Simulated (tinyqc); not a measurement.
Inside a calculation. Method: Pariser-Parr-Pople SCF with singles CI, for the molecule Nc1cnc[nH]1 (SMILES; centres numbered as the heavy atoms are written). One step of it, computed by the program tinyqc.

Problem. Iteration 2: orbitals and new P. Diagonalise F (the basis is taken as orthonormal) and form P = 2 sum c c over the lowest orbitals; 0.3 of the old P is kept.

F (eV), lower triangle:
```
           1N         2C         3C         4N         5C          6N
1N  -9.856064
2C  -3.437273  -6.421932
3C   0.584148  -4.141737  -4.996967
4N  -0.066009   0.266383  -4.130543  -7.004030
5C  -0.243623   0.621713   0.545723  -4.440324  -5.772857
6N   0.535878  -3.782416   0.329595   0.606142  -3.815879  -10.313509
```

pi electrons, sum of z_r less the charge = 8

P after iteration 1, lower triangle:
```
           1N         2C         3C         4N        5C        6N
1N   1.812498
2C   0.404277   1.118448
3C  -0.286094   0.655490   1.176382
4N   0.042283  -0.129275   0.591698   1.235946
5C   0.157459  -0.307294  -0.269764   0.704897  1.137383
6N  -0.249502   0.520897  -0.150937  -0.274028  0.532044  1.519344
```

Give: orbital energies; P after iteration 2.

Solution.

orbital energies (eV): -14.8089  -11.7242  -10.9427  -8.1819  -0.0240  1.3163

P after iteration 2, lower triangle:
```
         1N       2C       3C       4N      5C      6N
1N   1.8376
2C   0.3774   1.1146
3C  -0.2767   0.6854   1.1242
4N   0.0266  -0.1098   0.5845   1.2576
5C   0.1639  -0.3358  -0.2570   0.7129  1.0910
6N  -0.2214   0.4951  -0.1591  -0.2635  0.5231  1.5750
```
